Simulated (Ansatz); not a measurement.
A nudged elastic band was laid between two geometries of CH3BF (6 atoms, charge 0, multiplicity 2).

Level of theory: UKS BHLYP/cc-pVDZ (Ansatz 0.2.0).

```yaml
movable_images: 5
climbing_image: yes
spring: 5.0 eV/Å²
optimiser: quadratic models (default)
start_path: through a guess of the saddle point
force_threshold: 0.05 eV/Å
iteration_limit: 60
end_points: relaxed
```

Initial state:

```xyz
6
Properties=species:S:1:pos:R:3
C -0.309 0.309 -0.175
B 0.284 -1.072 0.235
F 1.493 -1.222 0.740
H -1.227 0.501 0.391
H 0.398 1.130 -0.006
H -0.598 0.292 -1.232
```

Final state:

```xyz
6
Properties=species:S:1:pos:R:3
C 0.048 0.590 -0.517
B -0.087 -0.572 0.463
F 1.010 -1.058 1.049
H -1.132 -1.090 0.740
H 1.010 1.040 -0.753
H -0.807 1.026 -1.027
```

(1) Which bonds break or form, and what moves?

(2) Give the energies along the band, and the barrier.

(3) What is the geometry of the highest image?

Results:

(1) Bonds broken: C1–H4. Bonds formed: B2–H4.

(2) It converged. The highest image is number 3 of 0 to 6, 1.59 eV above the first end and 2.03 eV above the last; the last end lies 0.45 eV below the first. Neighbouring images differ by up to 1.4 eV, so the band resolves the path poorly. A vibrational analysis at the climbing image gives one clearly imaginary mode, 1563i cm⁻¹: a first-order saddle point.

| image | path coordinate (Å) | energy (eV) | C1–H4 (Å) | B2–H4 (Å) |
| --- | --- | --- | --- | --- |
| 0 | 0.00 | 0.00 | 1.10 | 2.19 |
| 1 | 0.49 | 0.00 | 1.10 | 2.15 |
| 2 | 0.97 | 0.45 | 1.16 | 1.68 |
| 3 | 1.46 | 1.59 | 1.54 | 1.32 |
| 4 | 2.01 | 0.22 | 2.08 | 1.19 |
| 5 | 2.56 | -0.35 | 2.35 | 1.20 |
| 6 | 3.11 | -0.45 | 2.41 | 1.20 |

(3) 
```xyz
6
Properties=species:S:1:pos:R:3
C -0.022 0.421 -0.473
B 0.155 -0.846 0.235
F 1.119 -1.299 1.034
H -0.942 -0.209 0.585
H 0.567 1.315 -0.251
H -0.836 0.554 -1.177
```

Run time: 3.8 min on 1 thread of Intel(R) Xeon(R) Processor @ 2.50GHz (Skylake/Cascade Lake), with other jobs on the host, peak memory 0.13 GiB.
